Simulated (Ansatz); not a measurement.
Geometry optimisation, RKS PBE/def2-SVP (Ansatz 0.2.0).

The input (input.yaml):

```yaml
crystal:
  periodic: [false, false, false]
  atoms:
    - { symbol: O, position_ang: [0.174, -1.13424, -0.64461] }
    - { symbol: C, position_ang: [0.20829, -0.32235, 0.27768] }
    - { symbol: O, position_ang: [0.62708, -0.3981, 1.41976] }
    - { symbol: O, position_ang: [-0.36211, 0.97273, -0.0681] }
    - { symbol: H, position_ang: [0.53589, -1.35656, 0.17187] }
total_charge: -1
basis:
  gaussian: { orbitals: def2-SVP }
hamiltonian:
  xc: pbe
relax:
  f_tol: 0.02
  max_steps: 50
output:
  orbitals: {}
```

Launched with:

```bash
$ ansatz run input.yaml --threads 1 --pin off --max-ram 2048MiB --backend cpu --events-out ev --progress --plain --runs-dir out
```

Question: Where does it end, and by what steps?

Answer: The forces met the threshold. Limits of this set-up: an anion without diffuse functions, the dipole of an ion depends on the origin. After 8 steps the energy has fallen by 5.004 eV; H5 moved furthest, 0.48 Å. The start is strongly strained (largest force component 24 eV/Å), so its close contacts needn't be bonds. Parted: C2–H5.

```csv
step,energy less start (eV),largest force component (eV/Å),accepted
0,0.0000,23.905,yes
1,-2.7439,14.177,yes
2,-4.3821,6.391,yes
3,-4.8272,1.831,yes
4,-4.9580,1.131,yes
5,-4.9911,0.619,yes
6,-5.0032,0.162,yes
7,-5.0036,0.075,yes
8,-5.0039,0.017,yes
```

```xyz
5
Properties=species:S:1:pos:R:3
O 0.197 -1.137 -0.581
C 0.131 -0.018 0.359
O 0.617 -0.297 1.488
O -0.390 1.010 -0.107
H 0.628 -1.796 -0.002
```

Whether the end is a true minimum wasn't checked by a vibrational analysis.

Run time: 9.3 s on 1 thread of Intel(R) Xeon(R) Platinum 8488C (Sapphire Rapids), on a shared host, peak memory 0.12 GiB.
